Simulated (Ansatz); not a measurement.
# Other spins and charges of HAl–O–Al, quartet at one geometry

Geometry (PBE0/def2-TZVP stationary point for this spin, not checked as a minimum):

```xyz
4

Al    0.0000   -0.1114    1.6489
O     0.0000    0.0548   -0.0342
Al    0.0000    0.0319   -1.7218
H     0.0000    1.2590    2.4945
```

Basis cc-pVDZ; Ansatz 0.2.0. Correlated methods freeze the noble-gas cores. R marks a restricted (for open shells ROHF) determinant, U an unrestricted one.

Gaps are energies of the second state less the first, at fixed atoms, for a selection of the levels run; each method lands on the state that its own search finds for that charge and spin.

HF rows: RHF is the determinant under the cluster runs, UHF is the lowest solution found. Coupled cluster chose its determinant by a search with trial CCSD, here up to 0.69 eV above the lowest Hartree–Fock solution of its kind, and MP2 stands on that determinant too. For open shells CISD is restricted-active-space CI with the open shells as a complete middle space. A value is left out where its run failed or describes another state than the reference as far as symmetry and spin tell, or, spin-broken singlets apart, can't be checked.

Q: PBE gives 5.472 eV for sextet less quartet. Estimate what UCCSDT(Q) gives in cc-pVDZ.

A: UCCSDT(Q) in cc-pVDZ gives 5.785 eV, so against it PBE is off by -0.313 eV, of which a good part can be the reference's own basis and frozen-core error.

```csv
level,gap (eV),error (meV)
RMP2,5.689,-96
UMP2,5.694,-91
RCCSD,5.835,50
UCCSD,5.835,50
UCCSD(T),5.822,37
RCCSDT,5.795,10
RCCSDT(Q),5.795,10
PBE0,5.715,-70
wB97M-V,6.310,525
```

Q: PBE gives 10.826 eV for removing an electron, to the quintet. Estimate what UCCSDT(Q) gives in cc-pVDZ.

A: UCCSDT(Q) in cc-pVDZ gives 11.032 eV, so against it PBE is off by -0.206 eV, of which a good part can be the reference's own basis and frozen-core error.

Large singles or doubles amplitudes warn of static correlation in the HAl–O–Al⁺ quintet.

| level | gap (eV) | error (meV) |
| --- | --- | --- |
| RCCSD | 11.130 | 98 |
| RCCSD(T) | 11.094 | 62 |
| BCCD(T) | 11.082 | 50 |
| UCCSDT | 11.055 | 23 |
| RCCSDT(Q) | 11.045 | 13 |
| r2SCAN | 10.828 | -204 |
| PBE0 | 11.073 | 41 |
| wB97M-V | 11.366 | 334 |
| RPA-PBE | 10.708 | -324 |

Q: PBE gives 5.550 eV for removing an electron, to the triplet. Estimate what UCCSDT(Q) gives in cc-pVDZ.

A: UCCSDT(Q) in cc-pVDZ gives 5.450 eV, so against it PBE is off by 0.100 eV, of which a good part can be the reference's own basis and frozen-core error.

| level | gap (eV) | error (meV) |
| --- | --- | --- |
| RHF | 5.399 | -51 |
| UHF | 5.393 | -57 |
| RMP2 | 5.414 | -36 |
| UMP2 | 5.409 | -41 |
| CISD | 5.458 | 8 |
| RCCSD | 5.469 | 19 |
| UCCSD | 5.468 | 18 |
| RCCSD(T) | 5.455 | 5 |
| UCCSD(T) | 5.455 | 5 |
| BCCD(T) | 5.456 | 6 |
| RCCSDT | 5.454 | 4 |
| UCCSDT | 5.454 | 4 |
| RCCSDT(Q) | 5.453 | 3 |
| r2SCAN | 5.665 | 215 |
| PBE0 | 5.641 | 191 |
| B3LYP | 5.504 | 54 |
| CAM-B3LYP | 5.540 | 90 |
| wB97M-V | 5.230 | -220 |
| B2PLYP | 5.397 | -53 |
| RPA-PBE | 5.594 | 144 |

Q: PBE gives -3.007 eV for doublet less quartet. Estimate what UCCSDT(Q) gives in cc-pVDZ.

A: UCCSDT(Q) in cc-pVDZ gives -3.148 eV, so against it PBE is off by 0.141 eV, of which a good part can be the reference's own basis and frozen-core error.

```tsv
level	gap (eV)	error (meV)
RHF	-2.326	822
UHF	-2.313	835
RMP2	-2.926	222
RCCSD	-3.129	19
UCCSDT	-3.145	3
r2SCAN	-2.797	351
PBE0	-2.993	155
wB97M-V	-3.574	-426
B2PLYP	-3.192	-44
RPA-PBE	-3.207	-59
```

In so small a basis the reference is far from its limit while semilocal and hybrid functionals are nearer theirs (RPA and double hybrids share part of the reference's basis error), so the functionals' errors here hold much of the reference's basis and frozen-core error, which can add to them or hide them.

Full CI isn't at hand for all of this; UCCSDT(Q) serves as the reference, and is uncertain by the last step of the cluster series or more. The frozen core follows each run's orbitals, which can shift R against U totals by a few meV.
